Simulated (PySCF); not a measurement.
**CH₈Si₂: electronic excitations at several levels of theory**

How much do the electronic excitations of CH₈Si₂ (`C[SiH2][SiH3]`) depend on the level of theory, and what does each level cost?

Computed with PySCF 2.14.0, with density-fitted response routines of our own, on a single molecule in the gas phase. Atoms are numbered from 0 throughout.

### 1 The starting structure

11 atoms, charge 0, multiplicity 1; geometry from: GFN2-xTB. The atoms were then displaced at random by about 0.01 Å, so the start is not that level's minimum.

Bonds of the start (Å): C0–Si1 1.87, Si1–Si2 2.30, C0–H3 1.07, C0–H4 1.09, C0–H5 1.10, Si1–H6 1.47, Si1–H7 1.46, Si2–H8 1.45, Si2–H9 1.48, Si2–H10 1.47.

### 2 Relaxing the molecule at PBE0-D3(BJ)/def2-SVP

What the job is given:

```
{"job": {"xc": "PBE0", "basis": "def2-SVP", "d3": "d3bj", "grid": 1, "shake": 0.01, "kind": "geom"}, "charge": 0, "multiplicity": 1}
C     -1.550460     0.679970     0.078200
Si    -0.373900    -0.765770     0.209170
Si     1.775920    -0.090670    -0.249410
H     -2.561170     0.409610     0.278490
H     -1.313870     1.487260     0.764570
H     -1.555770     1.140970    -0.925790
H     -0.511520    -1.326500     1.562820
H     -0.830570    -1.797170    -0.717620
H      1.940540     0.477840    -1.568820
H      2.266010     0.947970     0.690530
H      2.752890    -1.189330    -0.137800
```

On the command line:

```sh
OMP_NUM_THREADS=1 python probes_run.py task.json out
```

One launch serves the whole session: the jobs run in the order shown.

The program printed:

```text
step   0  E = -621.38612470  max force = 0.023871
step   1  E = -621.39131307  max force = 0.005211
step   2  E = -621.39147039  max force = 0.001539
step   3  E = -621.39148866  max force = 0.000217
step   4  E = -621.39149045  max force = 0.000132
optimisation converged
```

Wall time 12 s (1 thread of Arm Neoverse V1, shared host); peak memory 0.38 GiB.

Along the way:

```
step  energy from step 0 (eV)  largest force component (eV/Å)
   0                   0.0000                          1.2275
   1                  -0.1412                          0.2680
   2                  -0.1455                          0.0791
   3                  -0.1460                          0.0112
   4                  -0.1460                          0.0068
```

Distances of close pairs at the start and the end, largest changes first:

```
   bond  before (Å)  after (Å)  change (Å)
 Si2–H8       1.446      1.497      +0.051
Si1–Si2       2.300      2.347      +0.047
 Si1–H7       1.460      1.498      +0.038
  C0–H3       1.065      1.101      +0.035
 Si1–H6       1.472      1.498      +0.026
Si2–H10       1.474      1.496      +0.022
 C0–Si1       1.869      1.885      +0.017
  C0–H4       1.086      1.101      +0.015
```

The next job starts from the end point, and lists it.

```
                         at the end point                 value
  point group (found at 0.08 Å tolerance)                    Cs
rotational constants (GHz, main isotopes)  13.042, 3.183, 2.769
                        dipole moment (D)                  0.91
```

### 3 TDDFT and polarisability: PBE0/def2-TZVP

What the job is given:

```
{"job": {"kind": "uv", "xc": "PBE0", "basis": "def2-TZVP"}, "charge": 0, "multiplicity": 1}
C     -1.549906     0.905144     0.187554
Si    -0.399879    -0.579167     0.356632
Si     1.825353     0.035860    -0.063909
H     -2.591926     0.615831     0.392289
H     -1.268649     1.700621     0.894176
H     -1.502282     1.318551    -0.831449
H     -0.487008    -1.153457     1.737556
H     -0.796652    -1.655423    -0.606884
H      1.955144     0.611801    -1.439959
H      2.266767     1.076995     0.917851
H      2.745585    -1.138482     0.047101
```

With the program's defaults for keys left out, this is: TDDFT PBE0/def2-TZVP, vertical, gas phase, core orbitals frozen in the response.

The program printed:

```text
coarse grid: 9296 points
cycle   1  E = -621.6124284143  dE = -2.723e-01  |g| = 3.082e-01  |ddm| = 2.188e+00
cycle   2  E = -621.6051187811  dE =  7.310e-03  |g| = 3.391e-01  |ddm| = 4.025e-01
cycle   3  E = -621.6348084170  dE = -2.969e-02  |g| = 2.899e-02  |ddm| = 2.264e-01
cycle   4  E = -621.6350359239  dE = -2.275e-04  |g| = 6.276e-03  |ddm| = 2.487e-02
cycle   5  E = -621.6350473290  dE = -1.141e-05  |g| = 1.648e-03  |ddm| = 5.990e-03
cycle   6  E = -621.6350482015  dE = -8.725e-07  |g| = 2.230e-04  |ddm| = 1.550e-03
final grid: 78040 points
cycle   7  E = -621.6310273665  dE = -1.699e-05  |g| = 4.578e-03  |ddm| = 1.923e-02
cycle   8  E = -621.6310246948  dE =  2.672e-06  |g| = 5.544e-03  |ddm| = 5.962e-03
cycle   9  E = -621.6310324426  dE = -7.748e-06  |g| = 1.973e-04  |ddm| = 3.377e-03
cycle  10  E = -621.6310324534  dE = -1.085e-08  |g| = 6.435e-05  |ddm| = 2.094e-04
cycle  11  E = -621.6310324547  dE = -1.305e-09  |g| = 1.292e-05  |ddm| = 5.993e-05
cycle  12  E = -621.6310324548  dE = -4.911e-11  |g| = 2.350e-06  |ddm| = 1.208e-05
converged SCF energy = -621.6310324548

Static polarisability (au): isotropic 71.436, principal 62.581 67.881 83.845

Singlet excitations
state   eV       nm        f      main configurations
  1   6.9522    178.3   0.03252   H->L 0.94
  2   7.3097    169.6   0.02456   H->L+1 0.93
  3   7.8541    157.9   0.07485   H->L+3 0.48, H->L+2 0.37, H-1->L 0.08
  4   7.8991    157.0   0.17745   H->L+3 0.38, H->L+2 0.38, H-1->L 0.10
  5   8.0541    153.9   0.00793   H-2->L 0.90
  6   8.1058    153.0   0.02737   H->L+4 0.66, H-1->L 0.22, H->L+3 0.09
  7   8.2509    150.3   0.38484   H-1->L 0.49, H->L+4 0.19, H->L+2 0.11
  8   8.4157    147.3   0.01798   H-1->L+1 0.79
  9   8.5443    145.1   0.00924   H->L+5 0.87
 10   8.6487    143.4   0.00343   H-4->L 0.73, H-3->L+1 0.16

Triplet excitations (Tamm-Dancoff, eV): 6.0164 6.1902 6.8503 7.3927
```

It took 12 s on 1 thread of Arm Neoverse V1, shared host; peak memory 0.68 GiB.

The orbitals next to the gap, with their largest atomic shares:

```
orbital     eV                        atoms
 HOMO−3  -9.86   Si2 39 %, H10 26 %, C0 9 %
 HOMO−2  -9.25   Si1 30 %, H6 18 %, H7 17 %
 HOMO−1  -9.17  C0 35 %, Si1 26 %, Si2 10 %
   HOMO  -8.02   Si2 40 %, Si1 37 %, C0 6 %
   LUMO   0.13   Si1 40 %, Si2 31 %, C0 7 %
 LUMO+1   0.52   Si2 48 %, Si1 33 %, H9 6 %
 LUMO+2   0.87   Si2 56 %, Si1 30 %, C0 5 %
```

With each of the 10 states as a Gaussian band of 0.4 eV half-width at 1/e, the curve within the window shown has maxima at 153 nm (ε 23,000) L/(mol cm). Beyond the last state computed it falls off for lack of states. The curve at chosen wavelengths:

nm, ε (L/mol/cm) and a bar:
```
      139       1104 #
      141       2743 ###
      143       5698 #######
      146      12457 ################
      148      17362 ######################
      150      21207 ###########################
      152      23124 ##############################
      155      22094 #############################
      157      19443 #########################
      159      15992 #####################
      161      12374 ################
      164       7684 ##########
      166       5429 #######
      168       3910 #####
      170       2997 ####
      173       2345 ###
      175       2137 ###
      177       1972 ##
      179       1789 ##
      182       1443 ##
      184       1181 #
      186        920 #
      188        683 #
      191        399 
      193        263 
      195        166
```

Ground-state properties from the same run:

```
           property  computed
  dipole moment (D)      0.92
polarisability (Å³)     10.59
 HOMO–LUMO gap (eV)      8.15
      −ε(HOMO) (eV)      8.02
```

### 4 TDDFT and polarisability: PBE0/aug-cc-pVDZ

Same as in step 3 but for these lines:

```diff
@@ -1,2 +1,2 @@
-{"job": {"kind": "uv", "xc": "PBE0", "basis": "def2-TZVP"}, "charge": 0, "multiplicity": 1}
+{"job": {"kind": "uv", "xc": "PBE0", "basis": "aug-cc-pVDZ"}, "charge": 0, "multiplicity": 1}
 C     -1.549906     0.905144     0.187554
```

With the program's defaults for keys left out, this is: TDDFT PBE0/aug-cc-pVDZ, vertical, gas phase, core orbitals frozen in the response.

The program printed:

```text
coarse grid: 9296 points
cycle   1  E = -621.5646434262  dE = -2.303e-01  |g| = 2.797e-01  |ddm| = 6.319e+00
cycle   2  E = -621.5578753628  dE =  6.768e-03  |g| = 3.155e-01  |ddm| = 1.121e+00
cycle   3  E = -621.5853843438  dE = -2.751e-02  |g| = 2.004e-02  |ddm| = 5.683e-01
cycle   4  E = -621.5855240398  dE = -1.397e-04  |g| = 5.613e-03  |ddm| = 6.978e-02
cycle   5  E = -621.5855379466  dE = -1.391e-05  |g| = 1.025e-03  |ddm| = 1.741e-02
cycle   6  E = -621.5855383680  dE = -4.214e-07  |g| = 2.137e-04  |ddm| = 3.779e-03
final grid: 78040 points
cycle   7  E = -621.5967897195  dE = -5.849e-06  |g| = 4.600e-03  |ddm| = 7.139e-02
cycle   8  E = -621.5967867510  dE =  2.969e-06  |g| = 5.658e-03  |ddm| = 1.898e-02
cycle   9  E = -621.5967953937  dE = -8.643e-06  |g| = 1.416e-04  |ddm| = 9.867e-03
cycle  10  E = -621.5967954023  dE = -8.599e-09  |g| = 3.651e-05  |ddm| = 5.023e-04
cycle  11  E = -621.5967954029  dE = -5.831e-10  |g| = 5.320e-06  |ddm| = 1.349e-04
converged SCF energy = -621.5967954029

Static polarisability (au): isotropic 75.565, principal 66.194 71.940 88.560

Singlet excitations
state   eV       nm        f      main configurations
  1   6.7514    183.6   0.01908   H->L 0.96
  2   7.1075    174.4   0.03082   H->L+1 0.85, H->L+2 0.10
  3   7.3340    169.1   0.02237   H->L+3 0.93
  4   7.4262    167.0   0.28218   H->L+2 0.84, H->L+1 0.11
  5   7.6139    162.8   0.00311   H->L+5 0.42, H->L+4 0.31, H->L+6 0.20
  6   7.8028    158.9   0.04846   H-1->L 0.63, H->L+7 0.21
  7   7.8410    158.1   0.02920   H->L+4 0.45, H->L+5 0.30, H-2->L 0.17
  8   7.8940    157.1   0.00021   H-2->L 0.72, H->L+4 0.09
  9   7.9639    155.7   0.17140   H->L+6 0.54, H-1->L 0.17, H->L+5 0.11
 10   8.0197    154.6   0.00509   H->L+8 0.74

Triplet excitations (Tamm-Dancoff, eV): 6.1194 6.3447 6.7381 6.8103
```

Run time: 11 s. Hardware: 1 thread of Arm Neoverse V1, shared host; peak memory 0.66 GiB.

This run: HOMO -8.01 eV, LUMO -0.24 eV; lowest singlet 6.75 eV.

### 5 Excited states and response: PBE0/def2-TZVPD

Same as in step 4 but for these lines:

```diff
@@ -1,2 +1,2 @@
-{"job": {"kind": "uv", "xc": "PBE0", "basis": "aug-cc-pVDZ"}, "charge": 0, "multiplicity": 1}
+{"job": {"kind": "uv", "xc": "PBE0", "basis": "def2-TZVPD"}, "charge": 0, "multiplicity": 1}
 C     -1.549906     0.905144     0.187554
```

Level: TDDFT PBE0/def2-TZVPD, vertical, gas phase, core orbitals frozen in the response.

The program printed:

```text
coarse grid: 9296 points
cycle   1  E = -621.6128817082  dE = -2.718e-01  |g| = 3.084e-01  |ddm| = 2.392e+00
cycle   2  E = -621.6055395524  dE =  7.342e-03  |g| = 3.393e-01  |ddm| = 4.786e-01
cycle   3  E = -621.6352570812  dE = -2.972e-02  |g| = 2.931e-02  |ddm| = 2.270e-01
cycle   4  E = -621.6354891496  dE = -2.321e-04  |g| = 6.339e-03  |ddm| = 2.880e-02
cycle   5  E = -621.6355007573  dE = -1.161e-05  |g| = 1.680e-03  |ddm| = 8.353e-03
cycle   6  E = -621.6355016632  dE = -9.059e-07  |g| = 2.278e-04  |ddm| = 2.105e-03
final grid: 78040 points
cycle   7  E = -621.6314844455  dE = -1.814e-05  |g| = 4.580e-03  |ddm| = 8.032e-02
cycle   8  E = -621.6314817777  dE =  2.668e-06  |g| = 5.547e-03  |ddm| = 6.812e-03
cycle   9  E = -621.6314895310  dE = -7.753e-06  |g| = 2.005e-04  |ddm| = 3.561e-03
cycle  10  E = -621.6314895421  dE = -1.115e-08  |g| = 6.710e-05  |ddm| = 3.027e-04
cycle  11  E = -621.6314895435  dE = -1.422e-09  |g| = 1.329e-05  |ddm| = 8.735e-05
cycle  12  E = -621.6314895436  dE = -5.298e-11  |g| = 2.438e-06  |ddm| = 1.879e-05
converged SCF energy = -621.6314895436

Static polarisability (au): isotropic 75.010, principal 65.571 71.399 88.060

Singlet excitations
state   eV       nm        f      main configurations
  1   6.7757    183.0   0.02905   H->L 0.95
  2   7.2008    172.2   0.02565   H->L+2 0.88
  3   7.2409    171.2   0.01217   H->L+1 0.81, H->L+3 0.11
  4   7.5462    164.3   0.33716   H->L+3 0.80, H->L+1 0.11
  5   7.6937    161.2   0.00161   H->L+4 0.93
  6   7.8996    156.9   0.16249   H-1->L 0.77, H->L+5 0.11
  7   7.9005    156.9   0.01701   H-2->L 0.88
  8   8.0870    153.3   0.00552   H->L+6 0.94
  9   8.2695    149.9   0.07011   H->L+5 0.71, H-1->L+1 0.09, H-1->L 0.09
 10   8.2933    149.5   0.03041   H-1->L+2 0.82

Triplet excitations (Tamm-Dancoff, eV): 5.9501 6.1229 6.7340 6.9214
```

Run time: 18 s. Hardware: 1 thread of Arm Neoverse V1, shared host; peak memory 0.76 GiB.

This run: HOMO -8.02 eV, LUMO -0.11 eV; lowest singlet 6.78 eV.

### 6 TDDFT and polarisability: PBE0/6-31+G*

Same as in step 5 but for these lines:

```diff
@@ -1,2 +1,2 @@
-{"job": {"kind": "uv", "xc": "PBE0", "basis": "def2-TZVPD"}, "charge": 0, "multiplicity": 1}
+{"job": {"kind": "uv", "xc": "PBE0", "basis": "6-31+G*"}, "charge": 0, "multiplicity": 1}
 C     -1.549906     0.905144     0.187554
```

Level: TDDFT PBE0/6-31+G*, vertical, gas phase, core orbitals frozen in the response.

The program printed:

```text
coarse grid: 9296 points
cycle   1  E = -621.5800465292  dE = -2.556e-01  |g| = 2.831e-01  |ddm| = 2.571e+00
cycle   2  E = -621.5729208893  dE =  7.126e-03  |g| = 3.199e-01  |ddm| = 5.241e-01
cycle   3  E = -621.6012710435  dE = -2.835e-02  |g| = 1.724e-02  |ddm| = 3.000e-01
cycle   4  E = -621.6013745179  dE = -1.035e-04  |g| = 4.351e-03  |ddm| = 3.532e-02
cycle   5  E = -621.6013827111  dE = -8.193e-06  |g| = 7.242e-04  |ddm| = 1.026e-02
final grid: 78040 points
cycle   6  E = -621.5605892501  dE = -5.601e-06  |g| = 4.501e-03  |ddm| = 1.405e-02
cycle   7  E = -621.5605864432  dE =  2.807e-06  |g| = 5.558e-03  |ddm| = 8.805e-03
cycle   8  E = -621.5605948383  dE = -8.395e-06  |g| = 9.096e-05  |ddm| = 4.893e-03
cycle   9  E = -621.5605948415  dE = -3.223e-09  |g| = 3.552e-05  |ddm| = 2.583e-04
cycle  10  E = -621.5605948420  dE = -4.641e-10  |g| = 8.264e-06  |ddm| = 6.379e-05
converged SCF energy = -621.5605948420

Static polarisability (au): isotropic 66.419, principal 58.429 63.214 77.613

Singlet excitations
state   eV       nm        f      main configurations
  1   6.8781    180.3   0.02605   H->L 0.97
  2   7.3302    169.1   0.04841   H->L+1 0.78, H->L+2 0.19
  3   7.6220    162.7   0.38182   H->L+2 0.75, H->L+1 0.19
  4   7.6841    161.4   0.02237   H->L+3 0.88
  5   7.9049    156.8   0.03633   H-1->L 0.48, H->L+4 0.40
  6   8.0276    154.4   0.02300   H-2->L 0.90
  7   8.0573    153.9   0.15647   H-1->L 0.41, H->L+4 0.40, H->L+6 0.09
  8   8.2136    150.9   0.01809   H->L+5 0.93
  9   8.3074    149.2   0.07727   H->L+6 0.66, H->L+7 0.11, H->L+4 0.10
 10   8.4635    146.5   0.02260   H->L+7 0.43, H-1->L+1 0.28, H->L+6 0.17

Triplet excitations (Tamm-Dancoff, eV): 6.2754 6.6904 6.8344 6.9977
```

Run time: 5.3 s. Hardware: 1 thread of Arm Neoverse V1, shared host; peak memory 0.48 GiB.

This run: HOMO -8.05 eV, LUMO -0.10 eV; lowest singlet 6.88 eV.

### 7 Side by side: electronic excitations

Excitations and ground-state properties, with basis size and wall time:

```
             run  lowest singlet (eV)  brightest (eV)      f  gap (eV)  α (Å³)  μ (D)  functions   time
  PBE0/def2-TZVP                 6.95            8.25  0.385      8.15   10.59   0.92        153   12 s
PBE0/aug-cc-pVDZ                 6.75            7.43  0.282      7.78   11.20   0.89        149   11 s
 PBE0/def2-TZVPD                 6.78            7.55  0.337      7.91   11.12   0.91        195   18 s
    PBE0/6-31+G*                 6.88            7.62  0.382      7.96    9.84   0.91         78  5.3 s
```

### 8 Summary of results

```
                                quantity                        value
                             point group                           Cs
    rotational constants (main isotopes)        13.04, 3.18, 2.77 GHz
         lowest singlet (PBE0/def2-TZVP)  6.95 eV (178 nm), f = 0.033
brightest single state of those computed  state 7, 8.25 eV, f = 0.385
                          lowest triplet                      6.02 eV
             range of the lowest singlet              6.75 to 6.95 eV
```

**Reading.** Single values in the summary come from the first run of each kind that ended normally (PBE0/def2-TZVP), which need not be the best level. Over 4 steps the energy fell by 0.146 eV; of the close pairs, Si2–H8 changed most, 1.446 to 1.497 Å. No frequency check was run at this level, so the end point may be a saddle. The first singlet state (HOMO→LUMO 0.94) lies at 6.95 eV and is weak; of the 10 states computed, the strongest absorption comes from state 7 at 8.25 eV. The lowest triplet lies 0.94 eV below the lowest singlet (triplets in Tamm-Dancoff, singlets in full TDDFT). States above −ε(HOMO) lie where TDDFT describes them poorly and they hang on the basis; the brightest is among them. The basis of PBE0/def2-TZVP has no diffuse functions, so Rydberg states are missing and the high states are unreliable. The lowest singlet runs from 6.75 eV (PBE0/aug-cc-pVDZ) to 6.95 eV (PBE0/def2-TZVP), while the orbital gap spans 7.78 to 8.15 eV. The lowest state need not be the same one in every run.
